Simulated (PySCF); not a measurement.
# One molecule, many functionals

Species: trans-2-pentene, C₅H₁₀.
Cartesian coordinates in Å at the PBE0-D3(BJ)/def2-SVP level; atoms count from 1:
```
atom  x, y, z in Å
C1     2.5448   -0.3032    0.2415
C2     1.1930   -0.2736   -0.3910
C3     0.0302   -0.3644    0.2612
C4    -1.3255   -0.3206   -0.3706
C5    -2.1666    0.8622    0.1017
H6     3.1481   -1.1436   -0.1417
H7     3.1129    0.6153    0.0161
H8     2.4790   -0.4029    1.3352
H9     1.1676   -0.1714   -1.4848
H10    0.0500   -0.4631    1.3562
H11   -1.8642   -1.2573   -0.1374
H12   -1.2184   -0.2929   -1.4678
H13   -3.1671    0.8525   -0.3576
H14   -2.3017    0.8452    1.1951
H15   -1.6827    1.8170   -0.1556
```

Linear-response calculations in the def2-SVPD basis (PySCF; singlets by full response, triplets Tamm–Dancoff, core orbitals frozen in the response; HF means time-dependent Hartree–Fock). 'Strongest' is the level of largest summed f among the singlets computed (10 roots, of which the last may lack a degenerate partner); it can jump between rows when another state enters that window. S1 is the lowest singlet of each run and needn't be the same state throughout; f(S1) is that of one state. Geometry: PBE0-D3(BJ)/def2-SVP, one conformer, isolated molecule.

```json
{"functional": "LDA", "kind": "LDA", "S1 (eV)": "6.23", "f(S1)": "0.069", "strongest (eV)": "6.86", "T1 (eV)": "4.61", "HOMO (eV)": "-5.97", "gap (eV)": "5.29", "ionisation energy, ΔSCF (eV)": "9.11"}
{"functional": "PBE", "kind": "GGA", "S1 (eV)": "6.15", "f(S1)": "0.060", "strongest (eV)": "6.91", "T1 (eV)": "4.38", "HOMO (eV)": "-5.83", "gap (eV)": "5.35", "ionisation energy, ΔSCF (eV)": "8.92"}
{"functional": "PBE0", "kind": "global hybrid, 25% exact exchange", "S1 (eV)": "6.76", "f(S1)": "0.062", "strongest (eV)": "7.04", "T1 (eV)": "4.28", "HOMO (eV)": "-6.93", "gap (eV)": "7.45", "ionisation energy, ΔSCF (eV)": "8.99"}
{"functional": "BHandHLYP", "kind": "global hybrid, 50% exact exchange", "S1 (eV)": "7.00", "f(S1)": "0.052", "strongest (eV)": "7.22", "T1 (eV)": "4.21", "HOMO (eV)": "-7.90", "gap (eV)": "9.25", "ionisation energy, ΔSCF (eV)": "8.88"}
{"functional": "CAM-B3LYP", "kind": "range-separated hybrid", "S1 (eV)": "6.93", "f(S1)": "0.040", "strongest (eV)": "7.16", "T1 (eV)": "4.31", "HOMO (eV)": "-8.25", "gap (eV)": "9.72", "ionisation energy, ΔSCF (eV)": "9.09"}
{"functional": "wB97X-D", "kind": "range-separated hybrid", "S1 (eV)": "7.18", "f(S1)": "0.237", "strongest (eV)": "7.25", "T1 (eV)": "4.43", "HOMO (eV)": "-8.77", "gap (eV)": "11.07", "ionisation energy, ΔSCF (eV)": "9.03"}
{"functional": "LC-wPBE", "kind": "range-separated hybrid", "S1 (eV)": "7.37", "f(S1)": "0.527", "strongest (eV)": "7.37", "T1 (eV)": "4.18", "HOMO (eV)": "-9.62", "gap (eV)": "12.20", "ionisation energy, ΔSCF (eV)": "9.15"}
{"functional": "HF", "kind": "Hartree–Fock", "S1 (eV)": "7.38", "f(S1)": "0.577", "strongest (eV)": "7.38", "T1 (eV)": "3.72", "HOMO (eV)": "-9.34", "gap (eV)": "12.22", "ionisation energy, ΔSCF (eV)": "not settled"}
```

Task: What does B3LYP (global hybrid, 20% exact exchange) give?

Result: S1 (eV) 6.51, f(S1) 0.048, strongest (eV) 7.13, T1 (eV) 4.36, HOMO (eV) -6.73, gap (eV) 6.99, ionisation energy, ΔSCF (eV) 9.03. S1 runs from 6.15 eV (PBE) to 7.38 eV (HF), a spread of 1.23 eV, while the orbital gap spreads over 6.9 eV. Along PBE (0%), B3LYP (20%), PBE0 (25%), BHandHLYP (50%), HF (100%) S1 rises with the share of exact exchange. −ε(HOMO) comes closest to its own ΔSCF ionisation energy with wB97X-D (-0.27 eV) and misses most with LDA (-3.15 eV). 'Not settled' means that the ion's SCF failed to converge or may have ended in another state than the lowest.
